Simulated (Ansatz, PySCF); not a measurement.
Breaking a bond: H₂, singlet.

- UHF/cc-pVQZ (PySCF)
- RHF/cc-pVQZ (PySCF)
- UKS-PBE0 = unrestricted PBE0/cc-pVQZ (PySCF)
- RKS-PBE0 = PySCF with restricted PBE0/cc-pVQZ
- UKS-wB97X-V = PySCF 2.14.0 with unrestricted wB97X-V/cc-pVQZ
- RKS-wB97X-V = restricted wB97X-V/cc-pVQZ (PySCF 2.14.0)
- UKS-r2SCAN = unrestricted r2SCAN/cc-pVQZ (PySCF)
- RKS-r2SCAN = restricted r2SCAN/cc-pVQZ in PySCF
- UKS-PBE = unrestricted PBE/cc-pVQZ (Ansatz, a quantum-chemistry and plane-wave program)
- RKS-PBE = restricted PBE/cc-pVQZ (Ansatz)
- UKS-B3LYP/6-31G* = unrestricted B3LYP/6-31G*, spherical d (PySCF)
- RKS-B3LYP/6-31G* = restricted B3LYP/6-31G*, spherical d (PySCF)
- UKS-M06-2X/6-31G* = PySCF 2.14.0 with unrestricted M06-2X/6-31G*, spherical d
- RKS-M06-2X/6-31G* = PySCF with restricted M06-2X/6-31G*, spherical d
- UKS-B3LYP/LANL2DZ = unrestricted B3LYP/LANL2DZ run with PySCF
- RKS-B3LYP/LANL2DZ = restricted B3LYP/LANL2DZ run with PySCF 2.14.0

Scanned distances (Å): 0.56, 0.60, 0.63, 0.66, 0.70, 0.73, 0.75, 0.77, 0.79, 0.83, 0.86, 0.93, 1.02, 1.11, 1.23, 1.34, 1.51, 1.64, 1.81, 2.03, 2.25, 2.59, 2.96.

Q: Where does the unrestricted solution first break spin symmetry (<S²> of 0.01 or more)?

A: UHF: between 1.11 and 1.23 Å; UKS-PBE0: between 1.34 and 1.51 Å; UKS-wB97X-V: between 1.51 and 1.64 Å; UKS-r2SCAN: between 1.34 and 1.51 Å; UKS-PBE: between 1.51 and 1.64 Å; UKS-B3LYP/6-31G*: between 1.34 and 1.51 Å; UKS-M06-2X/6-31G*: between 1.51 and 1.64 Å; UKS-B3LYP/LANL2DZ: between 1.34 and 1.51 Å.

```tsv
R / Å	<S²> UHF	E(RHF) − E(UHF) / kJ/mol	<S²> UKS-PBE0	E(RKS-PBE0) − E(UKS-PBE0) / kJ/mol	<S²> UKS-wB97X-V	E(RKS-wB97X-V) − E(UKS-wB97X-V) / kJ/mol	<S²> UKS-r2SCAN	E(RKS-r2SCAN) − E(UKS-r2SCAN) / kJ/mol	<S²> UKS-PBE	E(RKS-PBE) − E(UKS-PBE) / kJ/mol	<S²> UKS-B3LYP/6-31G*	E(RKS-B3LYP/6-31G*) − E(UKS-B3LYP/6-31G*) / kJ/mol	<S²> UKS-M06-2X/6-31G*	E(RKS-M06-2X/6-31G*) − E(UKS-M06-2X/6-31G*) / kJ/mol	<S²> UKS-B3LYP/LANL2DZ	E(RKS-B3LYP/LANL2DZ) − E(UKS-B3LYP/LANL2DZ) / kJ/mol
0.56	0.00	0.0	0.00	0.0	0.00	0.0	0.00	0.0	0.00	0.0	0.00	0.0	0.00	0.0	0.00	0.0
0.60	0.00	0.0	0.00	0.0	0.00	0.0	0.00	0.0	0.00	0.0	0.00	0.0	0.00	0.0	0.00	0.0
0.63	0.00	0.0	0.00	0.0	0.00	0.0	0.00	0.0	0.00	0.0	0.00	0.0	0.00	0.0	0.00	0.0
0.66	0.00	0.0	0.00	0.0	0.00	0.0	0.00	0.0	0.00	0.0	0.00	0.0	0.00	0.0	0.00	0.0
0.70	0.00	0.0	0.00	0.0	0.00	0.0	0.00	0.0	0.00	0.0	0.00	0.0	0.00	0.0	0.00	0.0
0.73	0.00	0.0	0.00	0.0	0.00	0.0	0.00	0.0	0.00	0.0	0.00	0.0	0.00	0.0	0.00	0.0
0.75	0.00	0.0	0.00	0.0	0.00	0.0	0.00	0.0	0.00	0.0	0.00	0.0	0.00	0.0	0.00	0.0
0.77	0.00	0.0	0.00	0.0	0.00	0.0	0.00	0.0	0.00	0.0	0.00	0.0	0.00	0.0	0.00	0.0
0.79	0.00	0.0	0.00	0.0	0.00	0.0	0.00	0.0	0.00	0.0	0.00	0.0	0.00	0.0	0.00	0.0
0.83	0.00	0.0	0.00	0.0	0.00	0.0	0.00	0.0	0.00	0.0	0.00	0.0	0.00	0.0	0.00	0.0
0.86	0.00	0.0	0.00	0.0	0.00	0.0	0.00	0.0	0.00	0.0	0.00	0.0	0.00	0.0	0.00	0.0
0.93	0.00	0.0	0.00	0.0	0.00	0.0	0.00	0.0	0.00	0.0	0.00	0.0	0.00	0.0	0.00	0.0
1.02	0.00	0.0	0.00	0.0	0.00	0.0	0.00	0.0	0.00	0.0	0.00	0.0	0.00	0.0	0.00	0.0
1.11	0.00	0.0	0.00	0.0	0.00	0.0	0.00	0.0	0.00	0.0	0.00	0.0	0.00	0.0	0.00	0.0
1.23	0.04	0.2	0.00	0.0	0.00	0.0	0.00	0.0	0.00	0.0	0.00	0.0	0.00	0.0	0.00	0.0
1.34	0.31	11.2	0.00	0.0	0.00	0.0	0.00	0.0	0.00	0.0	0.00	0.0	0.00	0.0	0.00	0.0
1.51	0.59	50.7	0.03	0.1	0.00	0.0	0.18	1.9	0.00	0.0	0.05	0.2	0.00	0.0	0.07	0.4
1.64	0.72	89.9	0.35	8.4	0.30	6.4	0.42	15.0	0.08	0.2	0.27	6.7	0.30	5.7	0.29	7.9
1.81	0.83	144.9	0.61	32.7	0.59	32.6	0.59	39.5	0.46	12.0	0.51	25.7	0.60	31.7	0.53	28.1
2.03	0.91	214.6	0.81	73.3	0.80	79.7	0.74	73.7	0.74	40.9	0.74	59.7	0.80	77.5	0.75	63.8
2.25	0.95	278.2	0.90	114.8	0.90	129.9	0.84	106.0	0.88	73.5	0.00	—	0.91	126.0	0.87	101.9
2.59	0.98	361.0	0.97	170.5	0.97	200.5	0.94	149.2	0.96	118.0	0.00	—	0.97	194.0	0.00	—
2.96	0.99	431.2	0.99	216.0	0.99	262.9	0.98	184.7	0.99	153.6	0.00	—	0.99	252.4	0.00	—
```

Dashes: no converged value, or the column stops at the first point that the program doubted or that broke a chosen test of continuity, which isn't proof of a fault.
